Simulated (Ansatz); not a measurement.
# Nudged elastic band run: CH$_{5}$BO

Input:

```yaml
crystal:
  periodic: [false, false, false]
  atoms:
    - { symbol: B, position_ang: [0.224588, -0.207694, 0.301683] }
    - { symbol: H, position_ang: [-0.097409, -0.49005, 1.453446] }
    - { symbol: C, position_ang: [1.724938, 0.020082, -0.096915] }
    - { symbol: H, position_ang: [2.307203, -0.906534, 0.105028] }
    - { symbol: H, position_ang: [1.871557, 0.305988, -1.157277] }
    - { symbol: H, position_ang: [2.183635, 0.796144, 0.553856] }
    - { symbol: O, position_ang: [-0.749164, -0.097013, -0.648281] }
    - { symbol: H, position_ang: [-1.635748, -0.267723, -0.28314] }
basis:
  gaussian: { orbitals: def2-SVP }
hamiltonian:
  xc: pbe
neb:
  order_check: false
  images: 5
  f_tol: 0.05
  max_iterations: 60
  final_atoms:
    - { symbol: B, position_ang: [-1.66412019, 0.22310063, 0.47996202] }
    - { symbol: H, position_ang: [1.57654817, 0.46578108, 1.09731475] }
    - { symbol: C, position_ang: [2.19927036, 0.11714962, 0.25182763] }
    - { symbol: H, position_ang: [1.73000505, -0.77544589, -0.20205767] }
    - { symbol: H, position_ang: [2.26921188, 0.92052488, -0.50547819] }
    - { symbol: H, position_ang: [3.21278913, -0.13827751, 0.61492271] }
    - { symbol: O, position_ang: [-1.4008832, -0.62702234, -0.47439739] }
    - { symbol: H, position_ang: [-2.09322121, -1.03261047, -1.03369385] }
  initial_path:
    images:
      - { positions_ang: [[0.224588, -0.207694, 0.301683], [-0.097409, -0.49005, 1.453446], [1.724938, 0.020082, -0.096915], [2.307203, -0.906534, 0.105028], [1.871557, 0.305988, -1.157277], [2.183635, 0.796144, 0.553856], [-0.749164, -0.097013, -0.648281], [-1.635748, -0.267723, -0.28314]] }
      - { positions_ang: [[0.15019546, -0.13565516, 0.20002105], [0.15526488, -0.31525074, 1.37570701], [1.74700626, 0.01038357, -0.00195256], [2.2405732, -0.95891708, 0.08579561], [1.80145068, 0.36168308, -1.03930208], [2.31154429, 0.70930767, 0.6241763], [-0.90594517, -0.06327817, -0.66838918], [-1.6704896, -0.45507316, -0.34765616]] }
      - { positions_ang: [[0.07580291, -0.06361633, 0.09835909], [0.40793876, -0.14045148, 1.29796803], [1.76907451, 0.00068515, 0.09300988], [2.1739434, -1.01130016, 0.06656321], [1.73134436, 0.41737815, -0.92132715], [2.43945358, 0.62247134, 0.69449661], [-1.06272633, -0.02954335, -0.68849736], [-1.70523119, -0.64242333, -0.41217231]] }
      - { positions_ang: [[0.00141037, 0.00842251, -0.00330286], [0.66061264, 0.03434778, 1.22022904], [1.79114277, -0.00901328, 0.18797232], [2.1073136, -1.06368323, 0.04733082], [1.66123804, 0.47307323, -0.80335223], [2.56736287, 0.53563502, 0.76481691], [-1.2195075, 0.00419148, -0.70860554], [-1.73997279, -0.82977349, -0.47668847]] }
      - { positions_ang: [[-0.55376648, 0.07998188, 0.15778543], [0.96592448, 0.17815888, 1.17925761], [1.9271853, 0.03304102, 0.20925742], [1.98154408, -0.96760412, -0.03579868], [1.86389599, 0.62222378, -0.70406088], [2.78250496, 0.31099751, 0.71485218], [-1.27996606, -0.20621313, -0.63053616], [-1.85772226, -0.89738582, -0.66235693]] }
      - { positions_ang: [[-1.10894333, 0.15154125, 0.31887373], [1.27123632, 0.32196998, 1.13828618], [2.06322783, 0.07509532, 0.23054253], [1.85577457, -0.87152501, -0.11892817], [2.06655394, 0.77137433, -0.60476954], [2.99764704, 0.08636, 0.66488744], [-1.34042463, -0.41661773, -0.55246678], [-1.97547174, -0.96499814, -0.84802539]] }
      - { positions_ang: [[-1.66412019, 0.22310063, 0.47996202], [1.57654817, 0.46578108, 1.09731475], [2.19927036, 0.11714962, 0.25182763], [1.73000505, -0.77544589, -0.20205767], [2.26921188, 0.92052488, -0.50547819], [3.21278913, -0.13827751, 0.61492271], [-1.4008832, -0.62702234, -0.47439739], [-2.09322121, -1.03261047, -1.03369385]] }
```

Run as:

```bash
$ ansatz run input.yaml --threads 1 --pin off --max-ram 2048MiB --backend cpu --events-out ev --progress --plain --runs-dir out
```

Output, in part (warnings, iteration lines, the closing report on the highest movable image, with atoms numbered from 0):

```
NEB end point (image 0): max|allowed force component| = 2.279e-2 eV/Å (the criterion of neb.relax_end_points is 1.000e-2)
NEB end point (image 6): max|allowed force component| = 1.834e-2 eV/Å (the criterion of neb.relax_end_points is 1.000e-2)
NEB iter   1: max|band force component| = 2.087e1 eV/Å  barrier→ = 6.4952 eV  barrier← = 3.7643 eV  Δτ_max = 0.2000 Å  (196 SCF iters)
NEB iter   2: max|band force component| = 3.694e0 eV/Å  barrier→ = 4.8565 eV  barrier← = 2.1256 eV  Δτ_max = 0.2000 Å  (162 SCF iters)
NEB iter   3: max|band force component| = 3.147e0 eV/Å  barrier→ = 4.6231 eV  barrier← = 1.8922 eV  Δτ_max = 0.2000 Å  (157 SCF iters)
NEB iter   4: max|band force component| = 4.384e0 eV/Å  barrier→ = 5.1703 eV  barrier← = 2.4394 eV  Δτ_max = 0.1003 Å  (153 SCF iters)
NEB iter   5: max|band force component| = 3.587e0 eV/Å  barrier→ = 4.9354 eV  barrier← = 2.2045 eV  Δτ_max = 0.1017 Å  (143 SCF iters)
NEB iter   6: max|band force component| = 1.778e0 eV/Å  barrier→ = 4.2691 eV  barrier← = 1.5382 eV  Δτ_max = 0.1890 Å  (139 SCF iters)
NEB iter   7: max|band force component| = 6.608e-1 eV/Å  barrier→ = 4.0717 eV  barrier← = 1.3408 eV  Δτ_max = 0.1905 Å  (141 SCF iters)
NEB iter   8: max|band force component| = 1.209e0 eV/Å  barrier→ = 4.1604 eV  barrier← = 1.4295 eV  Δτ_max = 0.0919 Å  (142 SCF iters)
NEB iter   9: max|band force component| = 7.362e-1 eV/Å  barrier→ = 4.0961 eV  barrier← = 1.3652 eV  Δτ_max = 0.0947 Å  (135 SCF iters)
NEB iter  10: max|band force component| = 5.667e-1 eV/Å  barrier→ = 3.9967 eV  barrier← = 1.2658 eV  Δτ_max = 0.0952 Å  (128 SCF iters)
NEB iter  11: max|band force component| = 1.224e0 eV/Å  barrier→ = 3.9837 eV  barrier← = 1.2528 eV  CI = image 3  Δτ_max = 0.0924 Å  (135 SCF iters)
NEB iter  12: max|band force component| = 1.196e0 eV/Å  barrier→ = 4.0566 eV  barrier← = 1.3258 eV  CI = image 3  Δτ_max = 0.1956 Å  (133 SCF iters)
NEB iter  13: max|band force component| = 1.867e0 eV/Å  barrier→ = 4.2275 eV  barrier← = 1.4966 eV  CI = image 3  Δτ_max = 0.0928 Å  (145 SCF iters)
NEB iter  14: max|band force component| = 5.286e-1 eV/Å  barrier→ = 4.1200 eV  barrier← = 1.3891 eV  CI = image 3  Δτ_max = 0.1019 Å  (138 SCF iters)
NEB iter  15: max|band force component| = 1.592e-1 eV/Å  barrier→ = 4.0728 eV  barrier← = 1.3419 eV  CI = image 3  Δτ_max = 0.0451 Å  (136 SCF iters)
NEB iter  16: max|band force component| = 1.543e-1 eV/Å  barrier→ = 4.0655 eV  barrier← = 1.3346 eV  CI = image 3  Δτ_max = 0.0207 Å  (131 SCF iters)
NEB iter  17: max|band force component| = 7.398e-2 eV/Å  barrier→ = 4.0644 eV  barrier← = 1.3335 eV  CI = image 3  Δτ_max = 0.0157 Å  (126 SCF iters)
NEB iter  18: max|band force component| = 3.543e-2 eV/Å  barrier→ = 4.0640 eV  barrier← = 1.3331 eV  CI = image 3  Δτ_max = 0.0000 Å  (263 SCF iters)
Total energy: -3831.28856797 eV, -140.7972579323 hartree
Atom 0 at    -0.298471     0.014733     0.511446 Å, force    -0.026449     0.002699    -0.020842 eV/Å
Atom 1 at     0.717019     0.380686     1.135491 Å, force     0.008332    -0.019950    -0.007354 eV/Å
Atom 2 at     1.731899     0.006849     0.089455 Å, force     0.003105    -0.004661     0.015749 eV/Å
Atom 3 at     1.797674    -1.068773    -0.160561 Å, force    -0.002416     0.001989     0.000799 eV/Å
Atom 4 at     1.707878     0.650958    -0.809733 Å, force     0.000227    -0.002423    -0.001169 eV/Å
Atom 5 at     2.542708     0.307601     0.781521 Å, force    -0.008231     0.010447    -0.007970 eV/Å
Atom 6 at    -0.699074    -0.527136    -0.651079 Å, force     0.022915     0.006628     0.000721 eV/Å
Atom 7 at    -1.670033    -0.611718    -0.668140 Å, force     0.002518     0.005271     0.020067 eV/Å
Dipole moment:    -0.084960    -0.111920    -0.241234 e Å
```

It converged. Neighbouring images differ by up to 3.3 eV, so the band resolves the path poorly. A vibrational analysis at the climbing image gives one clearly imaginary mode, 1286i cm⁻¹: a first-order saddle point. The orbitals stay closed-shell, which can raise the energy where a bond breaks towards radicals; this wasn't checked here.

Final band (atoms are numbered from 1 in the order of the input):

| image | path coordinate (Å) | energy (kJ/mol) | B1–H2 (Å) | B1–C3 (Å) | H2–C3 (Å) |
| --- | --- | --- | --- | --- | --- |
| 0 | 0.00 | 0.0 | 1.23 | 1.57 | 2.45 |
| 1 | 0.80 | 2.4 | 1.23 | 1.57 | 2.46 |
| 2 | 1.60 | 78.3 | 1.18 | 1.59 | 2.11 |
| 3 | 2.40 | 392.1 | 1.25 | 2.07 | 1.50 |
| 4 | 3.30 | 279.1 | 1.97 | 2.82 | 1.12 |
| 5 | 4.20 | 264.0 | 2.80 | 3.57 | 1.11 |
| 6 | 5.10 | 263.5 | 3.31 | 3.87 | 1.11 |

Run time: 61 s on 1 thread of Intel(R) Xeon(R) 6975P-C (Granite Rapids), on a shared host, peak memory 0.12 GiB.
